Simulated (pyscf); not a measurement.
H₃C–Cd–CH₃ + H₂O → H₃C–Cd–OH + CH₄ (four-centre exchange; singlet surface; C–Cd, H–O broken, Cd–O, C–H formed). Single points on ωB97X-D3(BJ)/def2-SVP structures (PySCF, gas phase). Energies in kcal/mol from the separated reactants.

```
level                   barrier  reaction energy
----------------------  -------  ---------------
ωB97X-D3(BJ)/def2-TZVP     21.8            -11.1
PBE/def2-TZVP               ___              ___
r²SCAN/def2-TZVP            ___            -12.7
PBE0-D3(BJ)/def2-TZVP      20.9            -10.1
ωB97M-D3(BJ)/def2-TZVP     22.3            -10.8
HF/def2-TZVP               33.0            -13.3
```

Task: Fill in the missing entries.

Result: 
- PBE/def2-TZVP, barrier: 19.8
- PBE/def2-TZVP, reaction energy: -11.7
- r²SCAN/def2-TZVP, barrier: 18.8

The functionals in the table span 3.5 kcal/mol in this barrier, from r²SCAN to ωB97M-D3(BJ)/def2-TZVP. On the reactant side the descent ends in a complex (not fully relaxed), 6.0 kcal/mol under the separated species and 27.8 kcal/mol under the saddle at ωB97X-D3(BJ)/def2-TZVP. One saddle was located; it need not be the lowest between these sides. Elements past Kr carry the def2 core potentials, without spin-orbit coupling.
